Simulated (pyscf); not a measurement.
Four-centre exchange: O=V(F)(F)–F + hydrogen chloride (HCl) -> O=V(F)(F)–Cl + hydrogen fluoride (HF)

Gas phase, singlet surface, charge 0. Bonds broken: V2–F3, Cl6–H7. Bonds formed: V2–Cl6, F3–H7. PySCF, gas phase, ωB97X-D3(BJ)/def2-SVP geometries.

Transition state (Å):

```xyz
7

O      0.5409     1.2949     0.9028
V     -0.1286     0.2521     0.0286
F     -1.8074    -0.1705     0.8752
F     -0.9766     1.1113    -1.1663
F      1.0963    -0.4501    -0.9180
Cl     0.0806    -1.7657     1.5112
H     -1.2332    -1.0995     1.4381
```

One imaginary mode, 636i cm⁻¹; descent along it reached the two sides named, in the forms told below.

```csv
bond,change,reactant side (Å),saddle,product side
V2–F3,breaks,1.717,1.927,2.426
Cl6–H7,breaks,1.285,1.475,2.305
V2–Cl6,forms,3.3,2.513,2.205
F3–H7,forms,2.351,1.229,0.935
```

Electronic energies relative to the separated reactants (kcal/mol):

```json
[
 {"level": "ωB97X-D3(BJ)/def2-TZVP", "barrier": "11.8", "reaction energy": "+1.3", "reverse barrier": "10.5"},
 {"level": "PBE/def2-TZVP", "barrier": "10.7", "reaction energy": "+3.4", "reverse barrier": "7.3"},
 {"level": "r²SCAN/def2-TZVP", "barrier": "9.9", "reaction energy": "+3.4", "reverse barrier": "6.5"},
 {"level": "B3LYP-D3(BJ)/def2-TZVP", "barrier": "13.0", "reaction energy": "+2.3", "reverse barrier": "10.6"},
 {"level": "PBE0-D3(BJ)/def2-TZVP", "barrier": "11.5", "reaction energy": "+1.7", "reverse barrier": "9.8"},
 {"level": "M06-2X/def2-TZVP", "barrier": "10.6", "reaction energy": "+0.7", "reverse barrier": "10.0"},
 {"level": "ωB97M-D3(BJ)/def2-TZVP", "barrier": "14.4", "reaction energy": "+3.5", "reverse barrier": "10.9"}
]
```

With ωB97M-D3(BJ)/def2-TZVP energies and thermal terms (ideal gas, 1 atm, RRHO with modes under 100 cm⁻¹ raised to 100, one conformer, R ln 2 for chiral ones without a mode under 150 cm⁻¹), in kcal/mol:

| T (K) | ΔH‡ | ΔG‡ | ΔH | ΔG |
|---|---|---|---|---|
| 298 | 13.4 | 23.5 | +4.6 | +4.0 |
| 600 | 13.4 | 33.8 | +4.8 | +3.4 |
| 900 | 13.8 | 43.9 | +4.8 | +2.7 |
| 1200 | 14.2 | 53.9 | +4.8 | +2.0 |

On the product side the descent ends in an adduct with a F–V contact, 1.7 kcal/mol under the separated species and 12.2 kcal/mol under the saddle at ωB97X-D3(BJ)/def2-TZVP. What is counted as broken (F–V) persists as a longer contact in the product adduct; parting that adduct is a step of its own. One saddle was located; it need not be the lowest between these sides.
